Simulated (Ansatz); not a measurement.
Relaxation of CH₈BN (11 atoms, charge 0, multiplicity 1), to a largest force component of 0.03 eV/Å in at most 50 steps.

The calculation used RHF/def2-SVP (Ansatz).

```xyz
11
Properties=species:S:1:pos:R:3
B 0.162 -0.577 -0.165
H -0.421 0.766 1.740
H 1.190 0.039 -0.128
H -0.758 -0.247 -0.862
N 0.030 -1.796 0.632
H -0.822 -2.315 0.572
C 0.999 -2.331 1.551
H 1.282 -3.357 1.302
H 1.903 -1.726 1.523
H 0.627 -2.330 2.581
H -0.495 0.066 1.835
```

Where does it end, and by what steps?

The forces met the threshold. The force dipped under the threshold on the way, but the program's further checks kept it going. After 23 steps the energy has fallen by 0.462 eV; H2 moved furthest, 1.44 Å.

| step | energy less start (eV) | largest force component (eV/Å) | accepted |
| --- | --- | --- | --- |
| 0 | 0.0000 | 2.418 | yes |
| 1 | -0.2686 | 0.861 | yes |
| 2 | -0.3696 | 0.229 | yes |
| 3 | -0.4177 | 0.176 | yes |
| 4 | -0.4396 | 0.055 | yes |
| 5 | -0.4489 | 0.070 | yes |
| 6 | -0.4376 | 0.377 | no |
| 7 | -0.4497 | 0.033 | yes |
| 8 | -0.4523 | 0.029 | yes |
| 9 | -0.4509 | 0.516 | no |
| 10 | -0.4538 | 0.076 | yes |
| 11 | -0.4547 | 0.169 | yes |
| 12 | -0.4554 | 0.197 | yes |
| 13 | -0.4545 | 0.312 | no |
| 14 | -0.4568 | 0.033 | yes |
| 15 | -0.4579 | 0.073 | yes |
| 16 | -0.4569 | 0.293 | no |
| 17 | -0.4549 | 0.208 | no |
| 18 | -0.4584 | 0.028 | yes |
| 19 | -0.4593 | 0.052 | yes |
| 20 | -0.4593 | 0.185 | yes |
| 21 | -0.4594 | 0.103 | yes |
| 22 | -0.4611 | 0.015 | yes |
| 23 | -0.4615 | 0.023 | yes |

```xyz
11
Properties=species:S:1:pos:R:3
B 0.379 -0.930 -0.554
H -1.028 1.177 2.981
H 1.497 -0.514 -0.714
H -0.514 -0.606 -1.291
N 0.109 -1.802 0.492
H -0.826 -2.143 0.600
C 1.041 -2.321 1.465
H 1.128 -3.409 1.399
H 2.026 -1.893 1.290
H 0.738 -2.070 2.484
H -0.854 0.704 2.429
```

Whether the end is a true minimum wasn't checked by a vibrational analysis.

Time of the run: 33 s on 1 thread of Arm Neoverse V1, with other jobs on the host, peak memory 0.11 GiB.
